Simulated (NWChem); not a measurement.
Everything below was run with NWChem. System: F (-1), charge -1, spin multiplicity 1. Level: MP2/def2-TZVPD, 1 core orbitals frozen.

NWChem printed:

```
             Northwest Computational Chemistry Package (NWChem) 7.3.0
             --------------------------------------------------------

                                NWChem Input Module
                                -------------------

 Scaling coordinates for geometry "geometry" by  1.889725989
 (inverse scale =  0.529177249)

                             Geometry "geometry" -> ""
                             -------------------------

 Output coordinates in angstroms (scale by  1.889725989 to convert to a.u.)

  No.       Tag          Charge          X              Y              Z
 ---- ---------------- ---------- -------------- -------------- --------------
    1 F                    9.0000     0.00000000     0.00000000     0.00000000

 Effective nuclear repulsion energy (a.u.)       0.0000000000

            Nuclear Dipole moment (a.u.)
            ----------------------------
        X                 Y               Z
 ---------------- ---------------- ----------------
     0.0000000000     0.0000000000     0.0000000000

      Symmetry information
      --------------------

 Group name             D2h
 Group number             26
 Group order               8
 No. of unique centers     1

      Symmetry unique atoms

     1


 Summary of "ao basis" -> "" (spherical)
 ------------------------------------------------------------------------------
       Tag                 Description            Shells   Functions and Types
 ---------------- ------------------------------  ------  ---------------------
 *                         def2-tzvpd                 on all atoms

 Summary of "ao basis" -> "ao basis" (spherical)
 ------------------------------------------------------------------------------
       Tag                 Description            Shells   Functions and Types
 ---------------- ------------------------------  ------  ---------------------
 F                         def2-tzvpd               14       40   6s4p3d1f

                                 NWChem SCF Module
                                 -----------------

  ao basis        = "ao basis"
  functions       =    40
  atoms           =     1
  closed shells   =     5
  open shells     =     0
  charge          =  -1.00
  wavefunction    = RHF
  use symmetry    = T
  symmetry adapt  = T

 Summary of "ao basis" -> "ao basis" (spherical)
 ------------------------------------------------------------------------------
       Tag                 Description            Shells   Functions and Types
 ---------------- ------------------------------  ------  ---------------------
 F                         def2-tzvpd               14       40   6s4p3d1f

      Symmetry analysis of basis
      --------------------------

        ag         12
        au          1
        b1g         3
        b1u         6
        b2g         3
        b2u         6
        b3g         3
        b3u         6

 Forming initial guess at       0.0s

      Superposition of Atomic Density Guess
      -------------------------------------

 Sum of atomic energies:         -99.41825972

 Renormalizing density from       9.00 to     10

      Non-variational initial energy
      ------------------------------

 Total energy =    -105.102980
 1-e energy   =    -154.736793
 2-e energy   =      49.633814
 HOMO         =       0.167764
 LUMO         =       0.402061

      Symmetry analysis of molecular orbitals - initial
      -------------------------------------------------

 !! scf_movecs_sym_adapt:   34 vectors were symmetry contaminated

  Symmetry fudging

 !! scf_movecs_sym_adapt:   34 vectors were symmetry contaminated

  Numbering of irreducible representations:

     1 ag          2 au          3 b1g         4 b1u         5 b2g
     6 b2u         7 b3g         8 b3u

  Orbital symmetries:

     1 ag          2 ag          3 b3u         4 b2u         5 b1u
     6 b2u         7 b3u         8 b1u         9 ag         10 b2g
    11 ag         12 ag         13 b3g        14 b1g        15 b2u

 Starting SCF solution at       0.1s

 ----------------------------------------------
         Quadratically convergent ROHF

 Convergence threshold     :          1.000E-07
 Maximum no. of iterations :          100
[...]
     6 b2u         7 b3g         8 b3u

  Orbital symmetries:

     1 ag          2 ag          3 b2u         4 b3u         5 b1u
     6 b2u         7 b1u         8 b3u         9 ag         10 ag
    11 ag         12 b2g        13 b1g        14 b3g        15 b3u

             Final eigenvalues
             -----------------

              1
    1  -25.8312
    2   -1.0746
    3   -0.1811
    4   -0.1811
    5   -0.1811
    6    0.3760
    7    0.3760
    8    0.3760
    9    0.4423
   10    0.9110
   11    0.9110
   12    0.9110
   13    0.9110
   14    0.9110
   15    1.2307

                       ROHF Final Molecular Orbital Analysis
                       -------------------------------------

 Vector    3  Occ=2.000000D+00  E=-1.811244D-01  Symmetry=b2u
              MO Center=  8.9D-46, -1.1D-19,  1.5D-45, r^2= 6.2D-01
   Bfn.  Coefficient  Atom+Function         Bfn.  Coefficient  Atom+Function
  ----- ------------  ---------------      ----- ------------  ---------------
     8      0.470109  1 F  py                11      0.403687  1 F  py
    14      0.303729  1 F  py

 Vector    4  Occ=2.000000D+00  E=-1.811244D-01  Symmetry=b3u
              MO Center= -2.3D-19,  1.8D-45, -4.5D-45, r^2= 6.2D-01
   Bfn.  Coefficient  Atom+Function         Bfn.  Coefficient  Atom+Function
  ----- ------------  ---------------      ----- ------------  ---------------
     7      0.470109  1 F  px                10      0.403687  1 F  px
    13      0.303729  1 F  px

 Vector    5  Occ=2.000000D+00  E=-1.811244D-01  Symmetry=b1u
              MO Center=  2.3D-45, -1.5D-45,  1.1D-19, r^2= 6.2D-01
   Bfn.  Coefficient  Atom+Function         Bfn.  Coefficient  Atom+Function
  ----- ------------  ---------------      ----- ------------  ---------------
     9      0.470109  1 F  pz                12      0.403687  1 F  pz
    15      0.303729  1 F  pz

 Vector    6  Occ=0.000000D+00  E= 3.760302D-01  Symmetry=b2u
              MO Center=  4.7D-46, -8.9D-23,  2.9D-45, r^2= 7.1D+00
   Bfn.  Coefficient  Atom+Function         Bfn.  Coefficient  Atom+Function
  ----- ------------  ---------------      ----- ------------  ---------------
    17      1.203033  1 F  py                14     -0.482240  1 F  py

 Vector    7  Occ=0.000000D+00  E= 3.760302D-01  Symmetry=b1u
              MO Center= -5.9D-45, -1.3D-43,  4.1D-21, r^2= 7.1D+00
   Bfn.  Coefficient  Atom+Function         Bfn.  Coefficient  Atom+Function
  ----- ------------  ---------------      ----- ------------  ---------------
    18      1.203033  1 F  pz                15     -0.482240  1 F  pz

 Vector    8  Occ=0.000000D+00  E= 3.760302D-01  Symmetry=b3u
              MO Center= -3.7D-21,  2.0D-44,  5.3D-45, r^2= 7.1D+00
   Bfn.  Coefficient  Atom+Function         Bfn.  Coefficient  Atom+Function
  ----- ------------  ---------------      ----- ------------  ---------------
    16      1.203033  1 F  px                13     -0.482240  1 F  px

 center of mass
 --------------
 x =   0.00000000 y =   0.00000000 z =   0.00000000

 moments of inertia (a.u.)
 ------------------
           0.000000000000           0.000000000000           0.000000000000
           0.000000000000           0.000000000000           0.000000000000
           0.000000000000           0.000000000000           0.000000000000

  Mulliken analysis of the total density
  --------------------------------------

    Atom       Charge   Shell Charges
 -----------   ------   -------------------------------------------------------
    1 F    9    10.00   0.77  1.20  0.60  0.97  0.43  0.03  2.22  2.21  1.35  0.22 -0.00  0.00  0.00 -0.00

       Multipole analysis of the density wrt the origin
       ------------------------------------------------

     L   x y z        total         open         nuclear
     -   - - -        -----         ----         -------
     0   0 0 0     -1.000000      0.000000      9.000000

     1   1 0 0     -0.000000      0.000000      0.000000
     1   0 1 0      0.000000      0.000000      0.000000
     1   0 0 1      0.000000      0.000000      0.000000

     2   2 0 0     -5.346552      0.000000      0.000000
     2   1 1 0      0.000000      0.000000      0.000000
     2   1 0 1     -0.000000      0.000000      0.000000
     2   0 2 0     -5.346552      0.000000      0.000000
     2   0 1 1      0.000000      0.000000      0.000000
     2   0 0 2     -5.346552      0.000000      0.000000

                   NWChem MP2 Semi-direct Energy/Gradient Module
                   ---------------------------------------------

  Basis functions       =     40
  Molecular orbitals    =     40
  Frozen core           =      1
  Frozen virtuals       =      0
  Active alpha occupied =      4
  Active beta occupied  =      4
  Active alpha virtual  =     35
  Active beta virtual   =     35
  Use MO symmetry       = T
  Use skeleton AO sym   = T

  AO/Fock/Back tols     =   1.0D-09  1.0D-09  1.0D-09

 GA uses MA = F    GA memory limited = T

 Available:
  local mem=  1.26D+08
 global mem=  1.44D+08
 local disk=  0.00D+00
  mp2_memr nvloc                    35
  nvloc new                    35
   1 passes of   4:        3145728                      10261                    393115.
   1 passes of   4: M    126154612           G      144176000           F     123008884.

 Semi-direct pass number   1 of   1  for RHF alpha+beta  at        0.1s
  vrange nnbf                   820
  mp2_eaftype                    10  avail_ma_in_mb                  1099
 EAF : mp2_eaftype filesize          10     196557.
  mp2_eaf for mointskh                     10
Node 0 wrote      0.9 Mb in      0.0 s     Agg I/O rate:  1666.3 Mb/s
 Done moints_semi at        0.2s
  mp2_eaftype                    10  avail_ma_in_mb                  1089
 EAF : mp2_eaftype filesize          10     196557.
  mp2_eaf for kh                    10
 Done maket at        0.2s
 Done multipass loop at        0.2s

          -------------------------------------------
          SCF energy                 -99.455825005584
          Correlation energy          -0.287156824018
          Singlet pairs               -0.172341342488
          Triplet pairs               -0.114815481530
          Total MP2 energy           -99.742981829602
          -------------------------------------------

          ---------------------------------------------------
                    Spin Component Scaled (SCS) MP2
          Same spin pairs                     -0.076543654353
          Same spin scaling factor             0.333333333333
          Opposite spin pairs                 -0.210613169665
          Opposite spin scaling fact.          1.200000000000
          SCS-MP2 correlation energy          -0.278250355049
          Total SCS-MP2 energy               -99.734075360632
          ---------------------------------------------------

 -----------------------
 Performance information
 -----------------------

 Timer overhead =  9.60D-08 seconds/call

               Nr. of calls         CPU time (s)                 Wall time (s)                GFlops
             ---------------    -------------------     ------------------------------   -------------------
Name         Min   Avg   Max    Min     Avg     Max     Min     Avg     Max   Mx/calls   Min     Max     Sum
mp2: moin     1     1     1   7.73E-2 7.73E-2 7.73E-2  7.73E-2 7.73E-2 7.73E-2 7.73E-2   0.0     0.0     0.0
mp2: make     1     1     1   3.75E-3 3.75E-3 3.75E-3  3.75E-3 3.75E-3 3.75E-3 3.75E-3   0.0     0.0     0.0
mp2: tota     1     1     1   0.10    0.10    0.10     0.10    0.10    0.10    0.10      0.0     0.0     0.0

 The average no. of pstat calls per process was 3.00D+00
 with a timing overhead of 2.88D-07s

 Task  times  cpu:        0.2s     wall:        0.2s

 Total times  cpu:        0.2s     wall:        0.2s
```

Write an NWChem input that would produce this output.

This is not unique; one that fits is 
```
start mol
memory heap 200 mb stack 900 mb global 1100 mb
charge -1
geometry units angstroms nocenter noautoz
  F      0.000000     0.000000     0.000000
  symmetry group D2h
end
basis spherical
  * library def2-tzvpd
end
scf
  rhf
  nopen 0
  maxiter 100
  thresh 1e-7
  semidirect memsize 60000000 filesize 0
end
mp2
  freeze core 1
end
task mp2 energy
```
